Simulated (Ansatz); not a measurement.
Input file:

```yaml
crystal:
  periodic: [false, false, false]
  atoms:
    - {symbol: H, position_ang: [-2.438641, 0.000000, -0.000002]}
    - {symbol: H, position_ang: [-1.360641, 0.000000, -0.000001]}
    - {symbol: Si, position_ang: [0.079359, 0.000000, 0.000000]}
    - {symbol: H, position_ang: [0.529333, -1.416253, 0.000001]}
    - {symbol: H, position_ang: [0.529334, 0.708126, -1.226511]}
    - {symbol: H, position_ang: [0.529332, 0.708127, 1.226511]}
basis:
  gaussian: {orbitals: "6-31G*"}
magnetization: {spin_polarized: true, initial_magnetization: 1}
correlation: {method: ccsd, electrons: outside_noble_gas, diis_vectors: 12}
```

```sh
$ ansatz run in.yaml --threads 1 --pin off --events-out ev --progress --plain --max-ram 2393MiB
```

Output:

```
325 factors; integrals over basis functions are off by at most 7.8e-4 eV
mean field evaluation 1: about -7936.2564 eV, gradient 8.1e0 eV
mean field evaluation 2: about -7936.2800 eV, gradient 8.2e0 eV
mean field evaluation 4: about -7937.2810 eV, gradient 9.9e-1 eV
mean field evaluation 8: about -7937.3054 eV, gradient 8.4e-4 eV
mean field evaluation 16: about -7937.3024 eV, gradient 3.4e-1 eV
mean field -7937.30538151 eV, -291.6905926716 hartree, gradient 2.4e-6 eV, S^2 0.761212; 0 other end points of the search recorded, 0 dependent functions left out
5 core orbitals not correlated: weight in the atoms' cores, before any rotation towards them, 1.000 or more for the frozen orbitals, at most 0.000 for the correlated occupied ones
reference -7937.30538151 eV, -291.6905926716 hartree; 5, 4 occupied and 19, 20 virtual orbitals, 325 factors
second order -2.33103769 eV of doubles, -0.00000000 eV of singles
cycle   1  -2.82765563 eV  change   -5.0e-1 eV  update   5.7e-2
cycle   2  -3.05494276 eV  change   -2.3e-1 eV  update   2.4e-2
cycle   3  -3.06519405 eV  change   -1.0e-2 eV  update   6.9e-3
cycle   4  -3.06621277 eV  change   -1.0e-3 eV  update   2.5e-3
cycle   5  -3.06674652 eV  change   -5.3e-4 eV  update   1.1e-3
cycle   6  -3.06691912 eV  change   -1.7e-4 eV  update   3.1e-4
cycle   7  -3.06708426 eV  change   -1.7e-4 eV  update   7.4e-5
cycle   8  -3.06705756 eV  change    2.7e-5 eV  update   2.6e-5
cycle   9  -3.06704277 eV  change    1.5e-5 eV  update   1.1e-5
cycle  10  -3.06704805 eV  change   -5.3e-6 eV  update   3.2e-6
Total energy: -7940.37242956 eV, -291.8033046085 hartree
```

Ran on 1 thread of Intel Xeon Platinum 8488C, shared host: 0.33 s wall, 0.16 GiB peak host memory.
